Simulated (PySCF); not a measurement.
# Variants of one PySCF input: P2

Base input, run as `python input.py` with PySCF 2.14:

```python
from pyscf import gto, scf, cc

mol = gto.M(
    atom='P 0 0 0; P 0 0 1.917',
    basis='def2-svp',
    charge=0,
    spin=0,
    verbose=4,
)
mf = scf.RHF(mol)
mf.kernel()
mycc = cc.CCSD(mf, frozen=10)
mycc.kernel()
e = mycc.eeccsd(nroots=8)[0]
print('roots (eV) =', (e*27.211386).round(3))
mf.dip_moment()
print('orbital energies (hartree):', mf.mo_energy[..., max(0, mol.nelec[1]-3):mol.nelec[0]+3].round(4))
```

Base result: E(SCF) = -681.243462 Eh, 8 cycles, E(CCSD) − E(SCF) = -0.24399 Eh, μz(SCF) = 0.00 D, excitation roots 2.517, 2.517, 3.415, 3.415, 3.415, 3.415, 4.082, 4.082 eV. Stability towards an unrestricted solution was not tested. The bond length is a typed value, not an optimised one.

Wall time 1.1 s on one thread of a shared host.

Each row names what differs from the base; energies in brackets are changes from the base.

| change | result |
| --- | --- |
| functional: none (Hartree–Fock) → b3pw91; SCF type: RHF → RKS; step after the SCF: eomee → analyze | E(SCF) = -682.407403 Eh, 6 cycles, μz(SCF) = 0.00 D |
| electric field along z (a.u.): none → 0.01 | E(SCF) = -681.246592 Eh (-0.0852 eV), 8 cycles, E(CCSD) − E(SCF) = -0.24374 Eh, μz(SCF) = 1.59 D, excitation roots 2.526, 2.526, 3.418, 3.418, 3.418, 3.418, 4.080, 4.080 eV |
| frozen orbitals: 10 → 11 | E(SCF) = -681.243462 Eh (+0.0000 eV), 8 cycles, E(CCSD) − E(SCF) = -0.19495 Eh, μz(SCF) = 0.00 D, excitation roots 2.676, 2.676, 3.539, 3.539, 3.539, 3.539, 4.228, 4.228 eV |
| cycle limit: 50 → 3 [unsound on purpose] | not converged: SCF after 3 cycles |
| level shift (hartree): none → 0.3 | E(SCF) = -681.243462 Eh (+0.0000 eV), 10 cycles, E(CCSD) − E(SCF) = -0.24399 Eh, μz(SCF) = 0.00 D, excitation roots 2.517, 2.517, 3.415, 3.415, 3.415, 3.415, 4.082, 4.082 eV |
| functional: none (Hartree–Fock) → r2scan; SCF type: RHF → RKS; step after the SCF: eomee → analyze | E(SCF) = -682.424768 Eh, 6 cycles, μz(SCF) = 0.00 D |
| step after the SCF: eomee → optimize | E(SCF) = -681.243462 Eh (+0.0000 eV), 8 cycles, all at the start geometry; optimised bond 1.857 Å with E = -681.246442 Eh after 4 steps |
| basis set: def2-svp → 6-311++g** | E(SCF) = -681.460898 Eh (-5.9167 eV), 8 cycles, E(CCSD) − E(SCF) = -0.24317 Eh, μz(SCF) = 0.00 D, excitation roots 2.499, 2.499, 3.418, 3.418, 3.418, 3.418, 4.058, 4.058 eV |
| number of roots: 8 → 1 | E(SCF) = -681.243462 Eh (+0.0000 eV), 8 cycles, E(CCSD) − E(SCF) = -0.24399 Eh, μz(SCF) = 0.00 D, excitation roots 2.517 eV |
| spin (2S): 0 → 4; SCF type: RHF → UHF [a high spin state] | E(SCF) = -681.087669 Eh (+4.2393 eV), 9 cycles, E(CCSD) − E(SCF) = -0.18959 Eh, ⟨S²⟩ = 6.020, μz(SCF) = 0.00 D, excitation roots -2.996, -2.274, -2.263, -2.241, -0.558, -0.226, 0.012, 0.472 eV |
| length unit: angstrom → bohr [unsound on purpose] | E(SCF) = -678.769098 Eh (+67.3309 eV), 8 cycles, E(CCSD) − E(SCF) = -0.20175 Eh, μz(SCF) = 0.00 D, excitation roots 3.298, 3.298, 3.298, 3.298, 3.298, 3.298, 4.481, 4.481 eV |
| density fitting: none → cc-pvdz-jkfit | E(SCF) = -681.243062 Eh (+0.0109 eV), 8 cycles, E(CCSD) − E(SCF) = -0.24453 Eh, μz(SCF) = 0.00 D, excitation roots 7.658, 7.658, 7.663, 7.663, 8.730, 8.743, 8.743, 8.895 eV |
| cycle limit: 50 → 1 [unsound on purpose] | not converged: SCF after 1 cycles |
| basis set: def2-svp → cc-pcvdz | E(SCF) = -681.465493 Eh (-6.0418 eV), 8 cycles, E(CCSD) − E(SCF) = -0.24804 Eh, μz(SCF) = 0.00 D, excitation roots 2.519, 2.519, 3.383, 3.383, 3.383, 3.383, 4.032, 4.032 eV |
| geometry: bond 1.917 → bond 1.534 | E(SCF) = -681.093725 Eh (+4.0746 eV), 7 cycles, E(CCSD) − E(SCF) = -0.21979 Eh, μz(SCF) = 0.00 D, excitation roots 4.519, 4.519, 4.519, 4.519, 4.519, 4.519, 5.681, 5.681 eV |
| density fitting: none → weigend [this fitting set is unfit for the basis or for exact exchange; a fit set errs by some meV] | E(SCF) = -676.663911 Eh (+124.6159 eV), 8 cycles, E(CCSD) − E(SCF) = -0.23843 Eh, μz(SCF) = 0.00 D, excitation roots 8.819, 8.931, 9.435, 9.435, 11.664, 11.664, 12.480, 12.480 eV |
| electric field along z (a.u.): none → 0.005 | E(SCF) = -681.244245 Eh (-0.0213 eV), 8 cycles, E(CCSD) − E(SCF) = -0.24392 Eh, μz(SCF) = 0.80 D, excitation roots 2.519, 2.519, 3.416, 3.416, 3.416, 3.416, 4.081, 4.081 eV |
| geometry: bond 1.917 → bond 2.396 | E(SCF) = -681.117491 Eh (+3.4279 eV), 7 cycles, E(CCSD) − E(SCF) = -0.28993 Eh, μz(SCF) = 0.00 D, excitation roots 0.475, 0.475, 1.804, 1.804, 1.804, 1.804, 2.623, 2.623 eV |
| step after the SCF: eomee → gradient | E(SCF) = -681.243462 Eh (+0.0000 eV), 8 cycles, μz(SCF) = 0.00 D, gradient on the second atom 0.0501 Eh/bohr |
| geometry: bond 1.917 → bond 2.147 | E(SCF) = -681.195682 Eh (+1.3002 eV), 7 cycles, E(CCSD) − E(SCF) = -0.26412 Eh, μz(SCF) = 0.00 D, excitation roots 1.399, 1.399, 2.457, 2.457, 2.457, 2.457, 3.192, 3.192 eV |

Problem. Order these changes by how far they move the SCF energy from the base, largest first: (1) electric field along z (a.u.): none → 0.01; (2) geometry: bond 1.917 → bond 1.534; (3) geometry: bond 1.917 → bond 2.147; (4) geometry: bond 1.917 → bond 2.396.

Solution. (2) +4.0746 eV, (4) +3.4279 eV, (3) +1.3002 eV, (1) -0.0852 eV.
